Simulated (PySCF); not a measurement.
Species: 1,4-pentadiyne, C5H4.
Atom-mapped SMILES: `[CH:1]#[C:2][CH2:3][C:4]#[CH:5]` (hydrogens: H6 on C1; H7, H8 on C3; H9 on C5)

The same species was optimised twice, with GFN2-xTB and with PBE0-D3(BJ)/def2-SVP (PySCF), and the same property calculations (PySCF, gas phase) were run on both structures.

```
  coordinate  GFN2-xTB  PBE0-D3(BJ)/def2-SVP  change
   C5–H9 (Å)     1.049                 1.074  +0.025
   C1–H6 (Å)     1.049                 1.074  +0.025
   C1≡C2 (Å)     1.196                 1.209  +0.013
   C4≡C5 (Å)     1.196                 1.209  +0.013
   C3–C4 (Å)     1.453                 1.462  +0.009
   C2–C3 (Å)     1.453                 1.462  +0.009
   C3–H8 (Å)     1.096                 1.105  +0.009
   C3–H7 (Å)     1.096                 1.105  +0.009
C2–C3–C4 (°)     110.6                 113.9    +3.3
H7–C3–H8 (°)     108.7                 105.8    -2.9
C2–C1–H6 (°)     179.4                 179.9    +0.5
C3–C4–C5 (°)     179.1                 179.5    +0.4
C1–C2–C3 (°)     179.1                 179.4    +0.3
C4–C3–H8 (°)     109.5                 109.2    -0.3
C4–C5–H9 (°)     179.4                 179.7    +0.3
C4–C3–H7 (°)     109.3                 109.1    -0.2
```

Rotational constants: A = 17704, B = 3028, C = 2629 MHz (GFN2-xTB) against A = 19267, B = 2830, C = 2506 MHz (PBE0-D3(BJ)/def2-SVP). Point groups within 0.08 Å: C2v and C2v.

On the GFN2-xTB structure: isotropic polarisability (au) 54.0 [CAM-B3LYP/def2-SVPD]; HOMO (eV) -9.20 [CAM-B3LYP/def2-SVPD]; LUMO (eV) 1.25 [CAM-B3LYP/def2-SVPD]; dipole (D) 0.52 [CAM-B3LYP/def2-SVPD]; HOMO (eV) -7.83 [PBE0/pcSseg-1]; LUMO (eV) 0.68 [PBE0/pcSseg-1]; dipole (D) 0.51 [PBE0/pcSseg-1]; GIAO shielding of C1/C5 (mean) (ppm) 110.7 [PBE0/pcSseg-1]; GIAO shielding of C2/C4 (mean) (ppm) 104.5 [PBE0/pcSseg-1]; GIAO shielding of C3 (ppm) 175.6 [PBE0/pcSseg-1].

Task: What do these properties become on the PBE0-D3(BJ)/def2-SVP structure?

Result: 
| property | level | on GFN2-xTB | on PBE0-D3(BJ)/def2-SVP | change |
| --- | --- | --- | --- | --- |
| isotropic polarisability (au) | CAM-B3LYP/def2-SVPD | 54.0 | 55.4 | +1.4 |
| HOMO (eV) | CAM-B3LYP/def2-SVPD | -9.20 | -9.12 | +0.08 |
| LUMO (eV) | CAM-B3LYP/def2-SVPD | 1.25 | 1.21 | -0.04 |
| dipole (D) | CAM-B3LYP/def2-SVPD | 0.52 | 0.52 | 0.00 |
| energy, GFN2-xTB geometry as zero (kcal/mol) | CAM-B3LYP/def2-SVPD | 0.0 | -1.2 | -1.2 |
| HOMO (eV) | PBE0/pcSseg-1 | -7.83 | -7.76 | +0.07 |
| LUMO (eV) | PBE0/pcSseg-1 | 0.68 | 0.59 | -0.09 |
| dipole (D) | PBE0/pcSseg-1 | 0.51 | 0.52 | +0.01 |
| energy, GFN2-xTB geometry as zero (kcal/mol) | PBE0/pcSseg-1 | 0.0 | -0.4 | -0.4 |
| GIAO shielding of C1/C5 (mean) (ppm) | PBE0/pcSseg-1 | 110.7 | 108.9 | -1.8 |
| GIAO shielding of C2/C4 (mean) (ppm) | PBE0/pcSseg-1 | 104.5 | 104.4 | -0.1 |
| GIAO shielding of C3 (ppm) | PBE0/pcSseg-1 | 175.6 | 173.3 | -2.3 |

The heavy atoms differ by 0.061 Å rms after alignment. Among all bonds C1–H6 and C5–H9 change most and about equally (+0.025 Å). Changes are differences of the printed values. Neither structure is proved a minimum here.
